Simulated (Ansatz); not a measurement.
Reaction: CHCl3 (chloroform, SMILES ClC(Cl)Cl) → CHCl2 (SMILES Cl[CH]Cl, doublet) + Cl (doublet) (the C-Cl bond breaks)
Each species at its own B3LYP-D3(BJ)/def2-TZVP minimum (Ansatz, a quantum-chemistry and plane-wave program).

Total energies in hartree (Ansatz). Radicals and triplets start from unrestricted determinants; spin-orbit coupling is neglected. Correlated methods leave the cores frozen. No relativity.

| species | HF/cc-pV(T+d)Z | CCSD(T)/cc-pV(T+d)Z | HF/cc-pV(Q+d)Z | CCSD(T)/cc-pV(Q+d)Z | CCSD(T)/cc-pV(D+d)Z | CCSDT(Q)/cc-pV(D+d)Z |
|---|---|---|---|---|---|---|
| 1: CHCl3 (SMILES ClC(Cl)Cl) | -1417.00330 | -1417.82624 | -1417.01685 | -1417.90898 | -1417.56261 | -1417.56485 |
| 2: CHCl2 (SMILES Cl[CH]Cl, doublet) | -957.45208 | -958.03660 | -957.46212 | -958.09462 | -957.85047 | -957.85237 |
| 3: Cl (doublet) | -459.48556 | -459.67356 | -459.48916 | -459.69449 | -459.60403 | -459.60445 |

Work out the bond dissociation energy (electronic) in kcal/mol: take Hartree-Fock from cc-pV(Q+d)Z, extrapolate the CCSD(T) correlation energy as X^-3 (X = 3, 4), and add CCSDT(Q) - CCSD(T) in cc-pV(D+d)Z. 1 hartree = 627.51 kcal/mol.


Species 1: correlation (64·(-0.89213) - 27·(-0.82294))/37 = -0.94262; step -0.00224; E1 = -1417.01685 + (-0.94262) + (-0.00224) = -1417.96171
Species 2: correlation (64·(-0.63250) - 27·(-0.58452))/37 = -0.66751; step -0.00190; E2 = -957.46212 + (-0.66751) + (-0.00190) = -958.13153
Species 3: correlation (64·(-0.20533) - 27·(-0.18800))/37 = -0.21798; step -0.00042; E3 = -459.48916 + (-0.21798) + (-0.00042) = -459.70756
-1·E1 +1·E2 +1·E3 = 0.12262 hartree = 76.9 kcal/mol.
